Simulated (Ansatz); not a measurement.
This geometry of H$_{5}$NSi (7 atoms, charge 0, multiplicity 1) is a first-order saddle point.

Method: RKS PBE-D4/def2-SVP (Ansatz).

```xyz
7
Properties=species:S:1:pos:R:3
Si 0.325 0.086 -0.499
H 0.355 -0.135 1.206
H 1.362 0.129 0.653
N -0.771 1.424 -0.640
H -1.582 1.592 -0.044
H -0.473 2.264 -1.135
H -0.392 -1.230 -0.371
```

(1) Which two structures does it join? (They come from a converged band through this point; their orientation in space is the band's.)

(2) How far does it lie above each of them?

Results:

(1) Bonds broken: Si1–H2, Si1–H3. Bonds formed: H2–H3. H5NSi becomes H2 + H3NSi.

Initial state:

```xyz
7
Properties=species:S:1:pos:R:3
Si 0.166 0.067 0.107
H 0.149 0.060 1.623
H 1.609 0.121 -0.315
N -0.669 1.374 -0.699
H -1.688 1.414 -0.607
H -0.283 2.317 -0.597
H -0.461 -1.224 -0.344
```

Final state:

```xyz
7
Properties=species:S:1:pos:R:3
Si 0.188 0.174 -1.058
H 1.202 -0.426 1.842
H 1.607 -0.190 1.227
N -0.905 1.504 -0.850
H -1.836 1.478 -0.423
H -0.658 2.452 -1.150
H -0.775 -0.863 -0.420
```

(2) 2.36 eV above the first and 0.74 eV above the second. This is the barrier of this one path; another mechanism may lie lower. The orbitals stay closed-shell, which can raise the energy where a bond breaks towards radicals; this wasn't checked here.

Time of the run: 110 s on 1 thread of Arm Neoverse V1, on a shared host, peak memory 0.1 GiB.
